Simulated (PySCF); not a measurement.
**HS, doublet: reading a ladder of total energies**

Geometry: MP2(full)/6-31G*, from the G2/97 set.

```xyz
2

S     0.0000    0.0000    0.0000
H     0.0000    0.0000    1.3444
```

Basis 6-31G; PySCF 2.14.0. Correlated methods freeze the noble-gas cores, which leaves 7 electrons in 10 orbitals. Prefix R: restricted or restricted open-shell reference; prefix U: unrestricted.

Full CI is exact within this basis and frozen core; it isn't the basis-set limit. The frozen core follows each run's orbitals, which can shift R against U totals by a few meV.

Restricted and unrestricted runs freeze slightly different cores, so steps under 0.1 kcal/mol mean nothing.

| level | total energy (hartree) |
| --- | --- |
| UHF | -398.040119 |
| UMP2 | -398.078163 |
| UCCSD | -398.089203 |
| UCCSD(T) | -398.089564 |
| UCCSDT | -398.089660 |
| full CI | -398.089682 |

Q: What is the correlation energy at full CI, and what share of it do UMP2 and UCCSD recover?

A: E(corr) = -398.089682 − (-398.040119) = -0.049563 hartree = -1.349 eV. UMP2: -0.038044 / -0.049563 = 76.76 %. UCCSD: -0.049084 / -0.049563 = 99.03 %.

Q: By how many kcal/mol does UCCSD(T) miss full CI (1 hartree = 627.509 kcal/mol), and which steps make up the rest?

A: -398.089564 − (-398.089682) = 0.000118 hartree = 0.07 kcal/mol. Steps: UCCSDT − UCCSD(T) = -0.06, full CI − UCCSDT = -0.01 kcal/mol. That is within 1 kcal/mol of the reference in this basis, which itself misses far more of the correlation at the basis-set limit.
